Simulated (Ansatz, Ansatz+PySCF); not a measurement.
```xyz
6

C    -0.0267   -0.4249   -0.0925
O    -0.0146   -0.4268    1.1850
N     0.0484    0.6680   -0.8578
H     0.0499   -1.3602   -0.6420
H    -0.0239    0.5722   -1.8969
H    -0.0421    1.6132   -0.4096
```

RHF-MP2 on singlet CH₃NO was run in several spherical basis sets with Ansatz (development build ahead of 0.2.0). Frozen core: 3 orbitals.

Q: Rank the basis sets by the total energy that they give, lowest first, with the distance from the lowest.
A. aug-cc-pVDZ
B. def2-SVP
C. cc-pVTZ
D. STO-3G
E. def2-TZVP
F. cc-pVDZ
G. 6-31G(d)
H. 6-31G

A: C (0.00 eV), E (0.11 eV), A (3.50 eV), F (4.72 eV), G (5.87 eV), B (8.63 eV), H (11.49 eV), D (74.90 eV).

Totals follow the description of the cores as much as that of the bonds, so this order isn't one of quality for chemistry.
